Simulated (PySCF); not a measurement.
PySCF input file for Si(F)4 cation (F₄Si), SMILES F[Si](F)(F)F (connectivity only; charge and spin as stated), charge +1, multiplicity 2, TDA-PBE/def2-SVPD. Coordinates come from a ωB97X-D3(BJ)/def2-SVP optimisation. The multiplicity is an assumed one; other spin states were not compared. The isomer is the one that the SMILES or the coordinates give; other isomers of the formula were not compared.

```python
import numpy as np
from pyscf import gto, scf, dft, tdscf

mol = gto.M(
    atom='''
    F    -1.00583063   -0.00000000    1.13571816
    Si    0.00000000   -0.00000000   -0.20677237
    F     0.00000000   -1.34606239   -0.97489521
    F    -0.00000000    1.34606239   -0.97489520
    F     1.00583063    0.00000000    1.13571816
    ''',
    basis='def2-SVPD',
    charge=1,
    spin=1,
    max_memory=1600,
    verbose=4,
)
mf = dft.UKS(mol, xc='pbe').density_fit(auxbasis='def2-universal-jkfit')
mf.grids.level = 3
mf.conv_tol = 1e-9
mf.max_cycle = 100
mf.kernel()
fine, coarse = mf.grids, dft.Grids(mol).set(level=1).build(with_non0tab=True)
for _ in range(3):  # follow internal instabilities
    mf.grids = coarse
    mo, _, stable, _ = mf.stability(return_status=True, nroots=4)
    mf.grids = fine
    if stable:
        break
    mf.kernel(mf.make_rdm1(mo, mf.mo_occ))
mf.grids = dft.Grids(mol).set(level=1).build(with_non0tab=True)  # coarser grid for the response kernel
td = tdscf.TDA(mf)
td.nstates = 10
td.conv_tol = 1e-4
td.positive_eig_threshold = 1e-6
td.kernel(x0=td.get_init_guess(mf, 15))
td.analyze()
```

Log of the run:

```
PySCF version 2.14.0

[INPUT] verbose = 4
[INPUT] num. atoms = 5
[INPUT] num. electrons = 49
[INPUT] charge = 1
[INPUT] spin (= nelec alpha-beta = 2S) = 1
[INPUT] symmetry False subgroup None
[INPUT] Mole.unit = angstrom
[INPUT] Symbol           X                Y                Z      unit          X                Y                Z       unit  Magmom
[INPUT]  1 F     -1.005830630000   0.000000000000   1.135718160000 AA   -1.900744418399   0.000000000000   2.146196277095 Bohr   0.0
[INPUT]  2 Si     0.000000000000   0.000000000000  -0.206772370000 AA    0.000000000000   0.000000000000  -0.390743149427 Bohr   0.0
[INPUT]  3 F      0.000000000000  -1.346062390000  -0.974895210000 AA    0.000000000000  -2.543689263677  -1.842284947050 Bohr   0.0
[INPUT]  4 F      0.000000000000   1.346062390000  -0.974895200000 AA    0.000000000000   2.543689263677  -1.842284928153 Bohr   0.0
[INPUT]  5 F      1.005830630000   0.000000000000   1.135718160000 AA    1.900744418399   0.000000000000   2.146196277095 Bohr   0.0

nuclear repulsion = 266.32170282342
number of shells = 46
number of NR pGTOs = 174
number of NR cGTOs = 116
basis = def2-SVPD
ecp = {}


[settings echo left out]
init E= -688.5907717446
  alpha nocc = 25  HOMO = -0.414305011312392  LUMO = -0.0886691055838766
  beta  nocc = 24  HOMO = -0.450974810322091  LUMO = -0.414305011312393

WARN: HOMO -0.414305011312392 >= LUMO -0.414305011312393

cycle= 1 E= -687.569157721454  delta_E= 1.02  |g|= 0.526  |ddm|= 2.23
  alpha nocc = 25  HOMO = -0.57601570249457  LUMO = -0.359652110735026
  beta  nocc = 24  HOMO = -0.590477094760209  LUMO = -0.575617267098337

WARN: HOMO -0.57601570249457 >= LUMO -0.575617267098337

cycle= 2 E= -686.547736584857  delta_E= 1.02  |g|= 1.66  |ddm|= 2.26
  alpha nocc = 25  HOMO = -0.636852587130522  LUMO = -0.369503496583675
  beta  nocc = 24  HOMO = -0.632594985685439  LUMO = -0.582828209896788
  HOMO = -0.632594985685  LUMO = -0.582828209897  gap/eV = 1.35422
cycle= 3 E= -687.609013003278  delta_E= -1.06  |g|= 0.437  |ddm|= 1.56
  alpha nocc = 25  HOMO = -0.690472803227937  LUMO = -0.350847585946463
  beta  nocc = 24  HOMO = -0.681688246995991  LUMO = -0.639881073960753
  HOMO = -0.681688246996  LUMO = -0.639881073961  gap/eV = 1.13763
cycle= 4 E= -687.678972259694  delta_E= -0.07  |g|= 0.0859  |ddm|= 0.422
  alpha nocc = 25  HOMO = -0.665007950952551  LUMO = -0.335405710620075
  beta  nocc = 24  HOMO = -0.660000104533915  LUMO = -0.635707236962615
  HOMO = -0.660000104534  LUMO = -0.635707236963  gap/eV = 0.66104
cycle= 5 E= -687.681970990815  delta_E= -0.003  |g|= 0.0277  |ddm|= 0.144
  alpha nocc = 25  HOMO = -0.663664296706951  LUMO = -0.339188978539448
  beta  nocc = 24  HOMO = -0.66171925959507  LUMO = -0.643389356937864
  HOMO = -0.661719259595  LUMO = -0.643389356938  gap/eV = 0.49878
cycle= 6 E= -687.682262228756  delta_E= -0.000291  |g|= 0.00474  |ddm|= 0.044
  alpha nocc = 25  HOMO = -0.664062037869805  LUMO = -0.339272133006281
  beta  nocc = 24  HOMO = -0.662644392766012  LUMO = -0.642042880037559
  HOMO = -0.662644392766  LUMO = -0.642042880038  gap/eV = 0.56060
cycle= 7 E= -687.682273334548  delta_E= -1.11e-05  |g|= 0.00113  |ddm|= 0.00864
  alpha nocc = 25  HOMO = -0.663899161972499  LUMO = -0.339220150538891
  beta  nocc = 24  HOMO = -0.662594222541417  LUMO = -0.642130501648567
  HOMO = -0.662594222541  LUMO = -0.642130501649  gap/eV = 0.55685
cycle= 8 E= -687.682273942843  delta_E= -6.08e-07  |g|= 0.00027  |ddm|= 0.00162
  alpha nocc = 25  HOMO = -0.663860160911247  LUMO = -0.339216669729978
  beta  nocc = 24  HOMO = -0.662569085826056  LUMO = -0.642128806171459
  HOMO = -0.662569085826  LUMO = -0.642128806171  gap/eV = 0.55621
cycle= 9 E= -687.682273972719  delta_E= -2.99e-08  |g|= 4.04e-05  |ddm|= 0.000292
  alpha nocc = 25  HOMO = -0.66385979900103  LUMO = -0.339219674529145
  beta  nocc = 24  HOMO = -0.662573221425769  LUMO = -0.642130584572464
  HOMO = -0.662573221426  LUMO = -0.642130584572  gap/eV = 0.55627
cycle= 10 E= -687.682273973465  delta_E= -7.47e-10  |g|= 8.11e-06  |ddm|= 6.63e-05
  alpha nocc = 25  HOMO = -0.663858275447274  LUMO = -0.339218663902197
  beta  nocc = 24  HOMO = -0.662572559705797  LUMO = -0.642132357189449
  HOMO = -0.662572559706  LUMO = -0.642132357189  gap/eV = 0.55621
Extra cycle  E= -687.682273973474  delta_E= -8.87e-12  |g|= 8.39e-06  |ddm|= 2.47e-05
converged SCF energy = -687.682273973474  <S^2> = 0.75229753  2S+1 = 2.0022962
tot grids = 27616
uhf_internal: lowest eigs of H = [0.03889187 0.05721208 0.09522091 0.10629912]
<class 'pyscf.df.df_jk.DFUKS'> wavefunction is stable in the internal stability analysis
tot grids = 27616
Overwritten attributes  positive_eig_threshold  of <class 'pyscf.tdscf.uks.TDA'>


******** <class 'pyscf.tdscf.uks.TDA'> for <class 'pyscf.df.df_jk.DFUKS'> ********
nstates = 10
deg_eia_thresh = 1.000e-03
wfnsym = None
conv_tol = 0.0001
eigh lindep = 1e-12
eigh level_shift = 0
eigh max_cycle = 100


Excitation energies (eV)
[0.54618855 0.81138293 1.3079314  1.41651304 1.57205734 2.04653187
 3.1041836  3.18215259 3.32710683 4.95288544]

** Excitation energies and oscillator strengths **
Excited State   1:      0.54619 eV   2269.99 nm  f=0.0000
      24b ->   25b      0.99983
Excited State   2:      0.81138 eV   1528.06 nm  f=0.0011
      20b ->   25b      0.10366
      23b ->   25b     -0.99330
Excited State   3:      1.30793 eV    947.94 nm  f=0.0000
      21b ->   25b     -0.99980
Excited State   4:      1.41651 eV    875.28 nm  f=0.0049
      22b ->   25b      0.99648
Excited State   5:      1.57206 eV    788.67 nm  f=0.0005
      20b ->   25b      0.99396
      23b ->   25b      0.10238
Excited State   6:      2.04653 eV    605.83 nm  f=0.0000
      19b ->   25b      0.99891
Excited State   7:      3.10418 eV    399.41 nm  f=0.0027
      15b ->   25b      0.65251
      18b ->   25b      0.75177
Excited State   8:      3.18215 eV    389.62 nm  f=0.0000
      17b ->   25b     -0.99900
Excited State   9:      3.32711 eV    372.65 nm  f=0.0014
      16b ->   25b     -0.99812
Excited State  10:      4.95289 eV    250.33 nm  f=0.0409
      14b ->   25b     -0.68688
      15b ->   25b     -0.57109
      18b ->   25b      0.41465

** Transition electric dipole moments (AU) **
state          X           Y           Z        Dip. S.      Osc.
  1         0.0000     -0.0000      0.0000      0.0000      0.0000
  2        -0.0000      0.2327     -0.0000      0.0541      0.0011
  3         0.0002      0.0000     -0.0000      0.0000      0.0000
  4         0.0000     -0.0000      0.3740      0.1398      0.0049
  5        -0.0000     -0.1181     -0.0000      0.0139      0.0005
  6         0.0000      0.0000      0.0000      0.0000      0.0000
  7        -0.1889      0.0000     -0.0000      0.0357      0.0027
  8        -0.0000      0.0000     -0.0000      0.0000      0.0000
  9         0.0000      0.0000     -0.1290      0.0166      0.0014
 10        -0.5806      0.0000      0.0000      0.3371      0.0409

** Transition velocity dipole moments (imaginary part, AU) **
state          X           Y           Z        Dip. S.      Osc.
  1         0.0000      0.0000     -0.0000      0.0000      0.0000
  2        -0.0000     -0.0322      0.0000      0.0010      0.0232
  3        -0.0041     -0.0000      0.0000      0.0000      0.0002
  4        -0.0000      0.0000     -0.0472      0.0022      0.0285
  5        -0.0000      0.0272      0.0000      0.0007      0.0085
  6        -0.0000     -0.0000     -0.0000      0.0000      0.0000
  7         0.0413     -0.0000      0.0000      0.0017      0.0100
  8         0.0000      0.0000      0.0000      0.0000      0.0000
  9        -0.0000     -0.0000      0.0201      0.0004      0.0022
 10         0.0756      0.0000     -0.0000      0.0057      0.0209

** Transition magnetic dipole moments (imaginary part, AU) **
state          X           Y           Z
  1        -0.0000      0.0000     -0.3284
  2         0.2149      0.0000      0.0000
  3         0.0000      0.0658     -0.0000
  4         0.0000     -0.0000      0.0000
  5         0.2540     -0.0000      0.0000
  6        -0.0000      0.0000      0.4801
  7        -0.0000     -0.4276      0.0000
  8         0.0000     -0.0000     -0.5820
  9         0.0000      0.0000      0.0000
 10         0.0000     -0.4053     -0.0000
```

Self-consistency was reached.

Cost: roughly 50 core-seconds.
